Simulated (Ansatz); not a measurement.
A made-up structure of CH4B, doublet:

| atom | x (Å) | y (Å) | z (Å) |
| --- | --- | --- | --- |
| B1 | 0.0174 | -0.6127 | 0.0382 |
| C2 | -0.0175 | 0.6182 | -0.0383 |
| H3 | 1.0971 | -1.0909 | -0.2636 |
| H4 | -1.0349 | -1.1100 | 0.3997 |
| H5 | 0.8522 | 1.0959 | -0.5016 |
| H6 | -0.9144 | 1.0995 | 0.3657 |

It is relaxed with PBE-D4/def2-SVP and then PBE0-D4/def2-TZVP (Ansatz 0.2.0). Atoms count as bonded within 1.22 times the sum of their covalent radii (H–H: 0.88 Å). The end point is not checked to be a true minimum.

(1) Does its bonding change? (A judgement: the text doesn't fix the answer.)

Answers

(1) Computed: No: no bond forms or breaks.

Where it ends: The first stage lowers the energy by 2.65 eV in 6 steps. It ends as CH₄B ([BH2][CH2]):
B1  (0.021, -0.757, 0.047)
C2  (-0.022, 0.763, -0.047)
H3  (1.025, -1.350, -0.224)
H4  (-0.948, -1.367, 0.392)
H5  (0.780, 1.354, -0.484)
H6  (-0.857, 1.357, 0.316)
(Å)

Labels in which every atom is bracketed show which atoms are joined, not bond orders.

For scale, one of the runs: PBE0-D4/def2-TZVP relaxation, 86 basis functions, launched by `ansatz run in.yaml --threads 2 --pin off --events-out ev --progress --plain --max-ram 4352MiB`. Hardware: 2 CPU threads of an Arm Neoverse V1, shared host. Wall time about 11 s.
